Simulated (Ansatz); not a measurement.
Two structures of SiPH7S, singlet, reached by relaxing down either side of one saddle point (PBE0-D4/def2-TZVP). Energies are electronic, without zero-point energy. Ansatz 0.2.0; basis: def2-TZVPP and def2-QZVPP; cores frozen in the correlated methods. Extrapolation: Hartree–Fock as exp(−7.88 √X), correlation as X^−2.97. First:

Si1  (-0.912, 1.476, -0.478)
S2  (0.249, 1.313, 1.315)
H3  (-0.186, 0.935, -1.653)
H4  (-1.257, 2.897, -0.740)
H5  (-2.142, 0.693, -0.221)
H6  (0.549, -2.263, 1.409)
P7  (0.296, -2.078, 0.026)
H8  (1.225, 2.131, 0.889)
H9  (1.624, -1.666, -0.252)
H10  (0.554, -3.438, -0.296)
(Å)

Second:

Si1  (-0.456, 0.349, -1.163)
S2  (0.498, 0.392, 2.691)
H3  (-0.845, 0.621, -2.572)
H4  (0.792, 1.101, -0.864)
H5  (-1.536, 0.849, -0.272)
H6  (1.172, 1.282, 1.948)
P7  (-0.279, -1.880, -0.903)
H8  (-0.670, 1.013, 2.472)
H9  (0.914, -1.961, -1.671)
H10  (0.410, -1.765, 0.333)
(Å)

Problem. Which bonds change from the first to the second?

Solution. SiH₄S ([SiH3][SH]) + PH₃ → SiPH₅ ([SiH3][PH2]) + H₂S; bonds formed: Si1–P7, S2–H6; bonds broken: Si1–S2, H6–P7.

Problem. Give the saddle point's structure and its height above each. (To be estimated.)

Solution. By the calculation: 2.705 eV above the first and 2.335 eV above the second (CCSD(T) at an estimated basis limit (MP2 extrapolated from triple and quadruple zeta, plus CCSD(T) − MP2 in triple zeta)).
```xyz
10
angstrom
Si -0.7133 0.7468 -0.5707
S 0.1482 0.8627 1.7161
H -0.1969 0.4951 -1.9515
H -0.6775 2.2452 -0.5527
H -2.1105 0.3371 -0.3148
H 0.2801 -0.4357 0.9064
P 0.0989 -1.6923 -0.5015
H 1.3591 1.2444 1.2766
H 1.4772 -1.4595 -0.7540
H 0.3345 -2.3438 0.7459
```

No T1 diagnostic of these runs exceeds 0.015.

Labels in which every atom is bracketed show which atoms are joined, not bond orders.

For scale, one of the runs: CCSD(T)/def2-TZVPP, 224 basis functions, launched by `ansatz run in.yaml --threads 4 --pin off --events-out ev --progress --plain --max-ram 9574MiB`. Hardware: 4 CPU threads of an Intel Xeon, shared host. Wall time 59 s; peak host memory 3.2 GiB.
